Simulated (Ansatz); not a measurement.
NH3 ··· N2

The pair of NH3 (SMILES N, atoms 1–4) and N2 (SMILES N#N, atoms 5–6), both closed shells, in one local arrangement (a lower one may exist), relaxed at PBE0-D4/def2-TZVP:

```csv
atom,x (Å),y (Å),z (Å)
N1,0.1293,0.1222,-1.0655
H2,-0.5578,-0.4778,-0.6258
H3,-0.3698,0.7271,-1.7061
H4,0.7293,-0.4721,-1.6242
N5,0.3764,0.3685,2.7909
N6,-0.3075,-0.2679,2.2308
```

Computed with Ansatz 0.2.0 (basis: def2-TZVPPD, with def2-QZVPPD for the basis limit); correlated methods freeze the cores. B3LYP uses VWN-RPA correlation. Extrapolation: Hartree–Fock as exp(−7.88 √X), correlation as X^−2.97. Interaction energies count from these two fragments, frozen as in the pair, with the counterpoise correction; negative means bound.

(1) What is the interaction energy by CCSD(T) at an estimated basis limit (MP2 extrapolated from triple and quadruple zeta, plus CCSD(T) − MP2 in triple zeta)? (An estimate is asked for; the value comes from the calculation.)

(2) Which atoms make the shortest contact between the fragments?

T1 diagnostic: at most 0.014.

## Answers

(1) By the calculation: -2.8 kJ/mol. Hartree–Fock alone gives 0.6 kJ/mol at the basis limit, so without correlation the pair would not bind at this distance. It counts from the two fragments frozen as in the pair.

The same quantity by other methods in triple zeta, and each one's difference from that estimate:
```csv
method,E_int (kJ/mol),difference
PBE-D4,-3.6,-0.8
revPBE-D4,-2.5,0.3
BLYP-D4,-2.2,0.6
r2SCAN-D4,-2.7,0.1
B97M-V,-3.0,-0.2
PBE0-D4,-3.1,-0.3
B3LYP-D4,-2.6,0.2
HSE06-D4,-3.1,-0.3
wB97X-V,-2.9,-0.1
wB97M-V,-2.6,0.2
B2PLYP,-1.4,1.4
HF,0.6,3.5
MP2,-2.8,0.0
CCSD,-2.1,0.8
CCSD(T),-2.5,0.3
```
Differences are method less estimate.

(2) H2 and N6, 2.88 Å apart.

Basis-set superposition shift (counterpoise-corrected less uncorrected): CCSD(T) 0.8; MP2 0.8; HF 0.1; PBE0-D4 0.2; wB97M-V 0.2 kJ/mol.

For scale, one of the runs: CCSD(T)/def2-TZVPPD, 162 basis functions, launched by `ansatz run in.yaml --threads 2 --pin off --events-out ev --progress --plain --max-ram 5222MiB`. The run took 16 s on 2 CPU threads of an Intel Xeon Platinum 8375C (shared host), with 1.3 GiB of host memory at its peak.
